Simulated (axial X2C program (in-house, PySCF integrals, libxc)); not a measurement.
**A two-component session on SiAl⁺: properties at the nuclei**

Aim: properties at the nuclei of SiAl⁺, with spin–orbit coupling in the Hamiltonian from the start.

Program: an in-house X2C program for linear molecules on PySCF integrals. Level of theory: two-component X2C with atomic mean-field terms, Si dyall-v3z, Al dyall-v3z. These are calculated values, not measurements.

**1. Set-up**

task.json reads:

```json
{"zs": [14, 13], "q": 1, "bas": ["dyall-v3z", "dyall-v3z"], "r0": 2.42, "levels": ["PBE0", "HF", "LDA", "BP86", "BHandHLYP"], "nst": 3}
```

Keys: zs atomic numbers; q charge; bas basis sets; r0 starting distance in Å; levels methods (HF also brings MP2); nst determinants followed.

Launch:

```sh
> python soeom.py task.json out
```

The runs that follow: Expectation values, lowest determinant; Expectation values, a higher determinant; Expectation values, a higher determinant.

What does the calculation give? Wanted: lowest determinant; Eeff magnitude; Ws magnitude Si; A∥/gI Si; qzz Si; higher determinant (for each run or level that gives them).

**Answer**, as computed:

```
                                        quantity                                            value
                              lowest determinant  Ω = 1 (excess of +ω over −ω: ω = -1/2, ω = 3/2)
                    Eeff magnitude (GV/cm), PBE0                                            0.063
                     Ws magnitude Si (kHz), PBE0                                          0.00737
                            A∥/gI Si (MHz), PBE0                                            -93.6
                             qzz Si (a.u.), PBE0                                             1.01
                              higher determinant   Ω = 2 (excess of +ω over −ω: ω = 1/2, ω = 3/2)
Eeff magnitude (GV/cm), PBE0, higher determinant                                           0.0836
 Ws magnitude Si (kHz), PBE0, higher determinant                                           0.0079
        A∥/gI Si (MHz), PBE0, higher determinant                                             75.6
         qzz Si (a.u.), PBE0, higher determinant                                            -1.26
                              higher determinant        Ω = 1 (excess of +ω over −ω: 2 × ω = 1/2)
Eeff magnitude (GV/cm), PBE0, higher determinant                                           0.0802
 Ws magnitude Si (kHz), PBE0, higher determinant                                           0.0198
        A∥/gI Si (MHz), PBE0, higher determinant                                              283
         qzz Si (a.u.), PBE0, higher determinant                                            -1.28
```

What this shows: In the first state, the effective field runs from 0.0294 to 0.423 GV/cm over the mean-field levels, so the levels don't agree on it. The expectation values come from single determinants, which for open shells can mix terms of unlike spin or miss the lowest Ω, so a determinant need not be a state. Eeff is the effective electric field on the electron dipole moment in this Ω state and Ws the scalar–pseudoscalar constant (defined with the proton number Z and per Ω); A∥ is the parallel hyperfine constant, which follows by multiplying with the nuclear g factor gI = μI/(I μN); qzz is the electric field gradient, eQq0 = 234.96 MHz × Q/barn × qzz. The operators were transformed with the bare-nucleus X2C matrices.
